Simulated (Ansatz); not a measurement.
HC–SeH, triplet: reading a ladder of total energies

Geometry: a PBE0/def2-TZVP stationary point for this spin, not checked as a minimum.

```xyz
4

C    -0.1382    0.0631    1.5565
Se    0.0124   -0.0276   -0.2598
H     0.6196   -0.0163    2.3303
H     0.0556    1.4286   -0.5243
```

Basis cc-pVDZ; Ansatz 0.2.0. Only valence electrons are correlated (noble-gas cores and the filled d shells of p-block atoms frozen), which leaves 12 electrons in 36 orbitals. Prefix R: restricted or restricted open-shell reference; prefix U: unrestricted. No spin–orbit coupling is included, and no scalar relativity.

Full CI isn't at hand for all of this; UCCSDT(Q) serves as the reference, and is uncertain by about the last step of the cluster series.

Runs differ by some tens of microhartree through their thresholds and, for an open shell, their frozen cores, so steps under 0.03 kcal/mol mean nothing.

```json
{"level": "UHF", "total energy (hartree)": "-2438.742051"}
{"level": "UMP2", "total energy (hartree)": "-2438.946933"}
{"level": "UCCSD", "total energy (hartree)": "-2438.980307"}
{"level": "UCCSD(T)", "total energy (hartree)": "-2438.986918"}
{"level": "UCCSDT", "total energy (hartree)": "-2438.987947"}
{"level": "UCCSDT(Q)", "total energy (hartree)": "-2438.988397"}
```

**Question.** What is the correlation energy at UCCSDT(Q), and what share of it do UMP2 and UCCSDT recover?

**Answer.** E(corr) = -2438.988397 − (-2438.742051) = -0.246346 hartree = -6.703 eV. UMP2: -0.204882 / -0.246346 = 83.17 %. UCCSDT: -0.245896 / -0.246346 = 99.82 %.

**Question.** By how many kcal/mol does UCCSD(T) miss UCCSDT(Q) (1 hartree = 627.509 kcal/mol), and which steps make up the rest?

**Answer.** -2438.986918 − (-2438.988397) = 0.001479 hartree = 0.93 kcal/mol. Steps: UCCSDT − UCCSD(T) = -0.65, UCCSDT(Q) − UCCSDT = -0.28 kcal/mol. Differences between like states or geometries often cancel part of this.
